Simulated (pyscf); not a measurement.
Thermochemistry of product channels of BiH₃ + methyl (CH₃•) on the doublet surface, in kcal/mol, from CCSD(T)/def2-TZVPP + ΔMP2(QZVPP) energies (ideal gas, 1 atm, RRHO with modes under 100 cm⁻¹ raised to 100, one conformer, R ln 2 for rigid chiral ones). Single points on ωB97X-D3(BJ)/def2-SVP structures (PySCF, gas phase). Correlated levels are frozen-core, on RHF or UHF. ΔMP2 is the change of the MP2 total energy from the triple- to the quadruple-zeta basis.

| products | ΔE | ΔH(298 K) | ΔG(298 K) | ΔG(900 K) |
|---|---|---|---|---|
| BiH₂• + methane (CH₄) | -47.7 | -43.4 | -42.9 | -40.7 |
| H₃C–BiH₂ + H atom (H•) | +9.6 | +9.9 | +12.0 | +15.1 |

These are energies of the channels, which say nothing of barriers. The CCSD(T) − MP2 part came from Ansatz, without density fitting, on the same reference. The frozen core leaves the outer d or s,p core shells of the metals and heavy elements correlated in the MP2 and CC values, and def2-TZVPP describes them poorly, which can shift differences by a few kcal/mol. Elements past Kr carry the def2 core potentials, without spin-orbit coupling.
